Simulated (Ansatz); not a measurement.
Cubic perovskite BaTiO3 (cubic high-temperature phase) was calculated with LDA (PAW; Ansatz, a quantum-chemistry and plane-wave program).

Numerical settings: plane-wave cutoff 520 eV, 6×6×6 k mesh, perturbation theory, no spin polarisation, scalar-relativistic PAW data made under PBE.

The cell has the measured lattice parameters. Conventional cell: a = 4.0010 Å, b = 4.0010 Å, c = 4.0010 Å, α = 90.00°, β = 90.00°, γ = 90.00°.

```
CELL_PARAMETERS angstrom
      4.00100     0.00000     0.00000
      0.00000     4.00100     0.00000
      0.00000     0.00000     4.00100
ATOMIC_POSITIONS crystal
  Ba 0.00000 0.00000 0.00000
  Ti 0.50000 0.50000 0.50000
  O  0.50000 0.00000 0.50000
  O  0.00000 0.50000 0.50000
  O  0.50000 0.50000 0.00000
```

Harmonic phonon frequencies (cm⁻¹; i marks an imaginary mode; at Γ without the LO shift):

```tsv
q point	frequencies
Γ	256i 256i 256i 0 0 0 159 159 159 275 275 275 449 449 449
X	228i 228i 100 100 142 188 188 254 316 327 327 415 415 514 619
M	204i 99 100 100 200 264 264 326 338 339 339 432 432 454 675
R	124 124 124 177 177 177 295 295 381 381 381 412 412 412 710
```

Imaginary modes appear, so the structure is dynamically unstable at this level.

Note: the run finds an imaginary mode (256i cm⁻¹), so the cell is a saddle point at this level; the cell isn't this level's own, so it is under some stress, which shifts stiffness and frequencies.
